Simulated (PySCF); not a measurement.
## Simulated absorption spectrum

Thiohydroxylamine, H3NS.
Geometry (PBE0-D3(BJ)/def2-TZVP, Å), atoms numbered from 1 in this order:
```xyz
5
H3NS angstrom
N     -0.5286    0.1398    0.1581
S      0.9323   -0.4522   -0.4887
H     -1.0556   -0.6024    0.5957
H     -1.0853    0.5859   -0.5569
H      1.7707    0.2953    0.2542
```

Theory: TDDFT CAM-B3LYP/aug-cc-pVTZ, vertical, gas phase, core orbitals frozen in the response in PySCF 2.14.0, density-fitted response routines. Isolated species at its PBE0-D3(BJ)/def2-TZVP geometry (one conformer only).

Computed states:

| state | E (eV) | f |
| --- | --- | --- |
| S1 | 5.14 | 0.0033 |
| S2 | 5.77 | 0.026 |
| S3 | 6.03 | 0.037 |
| S4 | 6.65 | 0.0044 |
| S5 | 6.78 | 0.026 |
| S6 | 7.07 | 0.018 |
| S7 | 7.26 | 0.050 |
| S8 | 7.37 | 0.0002 |
| S9 | 7.47 | 0.0002 |
| S10 | 8.09 | 0.039 |

Broadening: Gaussians 0.25 eV wide at half height, area fixed by f = 4.319×10⁻⁹ ∫ε dν̃. The width is an assumption, not a result. The curve ends short of the highest state used, and states not computed would add to its high-energy end.

Question: Give the broadened spectrum and its maxima.

Answer: 
| E (eV) | ε (L mol⁻¹ cm⁻¹) |
| --- | --- |
| 4.76 | 1 |
| 4.86 | 11 |
| 4.95 | 74 |
| 5.05 | 253 |
| 5.14 | 359 |
| 5.23 | 249 |
| 5.33 | 72 |
| 5.42 | 22 |
| 5.51 | 135 |
| 5.61 | 877 |
| 5.70 | 2255 |
| 5.80 | 3073 |
| 5.89 | 3155 |
| 5.98 | 3937 |
| 6.08 | 3567 |
| 6.17 | 1653 |
| 6.27 | 306 |
| 6.36 | 43 |
| 6.45 | 100 |
| 6.55 | 560 |
| 6.64 | 1626 |
| 6.73 | 2856 |
| 6.83 | 2769 |
| 6.92 | 1945 |
| 7.02 | 2393 |
| 7.11 | 3838 |
| 7.20 | 5505 |
| 7.30 | 5204 |
| 7.39 | 2594 |
| 7.49 | 544 |

Maxima: 241 nm (5.14 eV), ε about 360, made up of S1 (100%); 213 nm (5.81 eV), ε about 3100, made up of S2 (85%) and S3 (15%) (hardly more than a shoulder); 206 nm (6.02 eV), ε about 4100, made up of S3 (95%); 183 nm (6.77 eV), ε about 3100, made up of S5 (91%); 171 nm (7.24 eV), ε about 5800, made up of S7 (91%) (ε in L mol⁻¹ cm⁻¹; maxima over ε = 5, shares over 10%).

Question: On this curve, what absorbance would a 10⁻⁴ mol/L sample give at 248 nm over a 1 cm path?

Answer: 248 nm is 4.999 eV, where ε is about 150 L mol⁻¹ cm⁻¹, so A = ε c l ≈ 0.015 (Beer–Lambert, with the gas-phase spectrum and the assumed width).

Question: What would ε be at 7.24 eV, the highest of these maxima, with half the width (0.125 eV)?

Answer: About 9950 L mol⁻¹ cm⁻¹ against 5820, a factor of about 1.7; a lone state at its own centre would give exactly 2.

Question: Coming from long wavelengths, where does ε first pass 100 L mol⁻¹ cm⁻¹?

Answer: At about 249 nm (4.97 eV), 0.17 eV below S1.
